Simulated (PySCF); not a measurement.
Compound: 1-chloro-1,1-difluoroethane, C₂H₃ClF₂.
SMILES: `CC(F)(F)Cl`

Vertical excitations from PySCF (density fitting, frozen core in the response, grid level 2 and gas phase unless stated; continuum runs use non-equilibrium linear response for the excitations) on a GFN2-xTB geometry. Reference run:

```json
{"settings": "CAM-B3LYP/def2-SVPD, full TDDFT, 8 singlets", "S1, eV (f)": "7.64 (0.004)", "S2, eV (f)": "7.70 (0.000)", "S3, eV (f)": "9.18 (0.071)", "S4, eV (f)": "9.25 (0.055)", "S5, eV (f)": "9.64 (0.177)", "S6, eV (f)": "10.24 (0.033)", "T1, eV (Tamm–Dancoff)": "6.84", "mean α (au)": "42.1"}
```

Q: What do these settings give: PBE/def2-SVPD, IEF-PCM dimethylsulfoxide, damping 0.1 at the start, DIIS from the seventh cycle, TDA, 3 singlets?

A: 
```csv
settings,"S1, eV (f)","S2, eV (f)","S3, eV (f)","S4, eV (f)","S5, eV (f)","S6, eV (f)","T1, eV (Tamm–Dancoff)",mean α (au)
"PBE/def2-SVPD, IEF-PCM dimethylsulfoxide, damping 0.1 at the start, DIIS from the seventh cycle, TDA, 3 singlets",7.42 (0.014),7.49 (0.001),8.23 (0.065),–,–,–,–,57.5
```

S1 moves by -0.22 eV; functional, environment and response scheme change together, so the shift can't be laid on one. States are counted by energy in each run and needn't keep their character from row to row.

Q: Which orbital pairs make up S1 in each run, and how does it sit against the orbital gap?

A: 
| settings | S1 configurations (weight) | S1 (eV) | orbital gap (eV) | S1 − gap (eV) |
| --- | --- | --- | --- | --- |
| CAM-B3LYP/def2-SVPD, full TDDFT, 8 singlets | H→L 0.84, H→L+1 0.09 | 7.64 | 11.92 | -4.28 |
| PBE/def2-SVPD, IEF-PCM dimethylsulfoxide, damping 0.1 at the start, DIIS from the seventh cycle, TDA, 3 singlets | H→L 0.98 | 7.42 | 7.02 | +0.40 |

Geometry: GFN2-xTB; no vibrations or thermal averaging.
